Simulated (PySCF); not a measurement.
An unknown gives this computed stick spectrum. The calculation used TDDFT CAM-B3LYP/def2-SVPD, vertical, gas phase, core orbitals frozen in the response (PySCF 2.14.0, density-fitted response routines). Geometries: PBE0-D3(BJ)/def2-SVP, one conformer each. Relativistic effects are left out although some hold elements past zinc.

```json
{"state": "S1", "E (eV)": "5.55", "f": "0.0059"}
{"state": "S2", "E (eV)": "5.59", "f": "0.019"}
{"state": "S3", "E (eV)": "6.39", "f": "0.0097"}
{"state": "S4", "E (eV)": "6.69", "f": "0.018"}
{"state": "S5", "E (eV)": "6.85", "f": "0.0095"}
{"state": "S6", "E (eV)": "7.18", "f": "0.053"}
{"state": "S7", "E (eV)": "7.24", "f": "0.061"}
{"state": "S8", "E (eV)": "7.37", "f": "0.033"}
{"state": "S9", "E (eV)": "7.42", "f": "0.0062"}
{"state": "S10", "E (eV)": "7.48", "f": "0.024"}
```

Triplets computed (Tamm–Dancoff): 5.16, 5.26, 6.14, 6.18 eV.

Orbital energies (eV): HOMO-3 -10.73, HOMO-2 -10.55, HOMO-1 -9.95, HOMO -8.45, LUMO 0.33, LUMO+1 0.51, LUMO+2 0.84.

Question: Which structure fits?
A. `C=CC[SiH]([SiH3])[SiH3]`
B. `N#CC[SiH2][Se][SiH3]`
C. `c1ncncn1`

Answer: B. Its S1 lies at 5.55 eV; the nearest of the others has S1 at 4.74 eV. S1 is HOMO→LUMO+1 (49%), HOMO→LUMO (30%), HOMO→LUMO+2 (12%). Löwdin shares by element: HOMO selenium 71%, silicon 17%; LUMO selenium 36%, silicon 33%, hydrogen 6% or more (atoms not listed hold the other 25%). At the same level the other candidates give, for their lowest levels:
- `c1ncncn1`: 4.74 eV (f 0.000); 4.83 eV (f 0.000 summed over 2 states); 4.86 eV (f 0.015); 6.34 eV (f 0.000); 7.24 eV (f 0.000); T1 4.22 eV; HOMO -9.60, LUMO -0.57 eV
- `C=CC[SiH]([SiH3])[SiH3]`: 6.47 eV (f 0.176); 6.63 eV (f 0.194); 6.70 eV (f 0.011); 6.78 eV (f 0.078); 7.00 eV (f 0.177); T1 4.18 eV; HOMO -8.48, LUMO 0.77 eV

Shape of the structure used: `[N:1]#[C:2][CH2:3][SiH2:4][Se:5][SiH3:6]`: C2–C3–Si4–Se5 63°, C3–Si4–Se5–Si6 -77°.
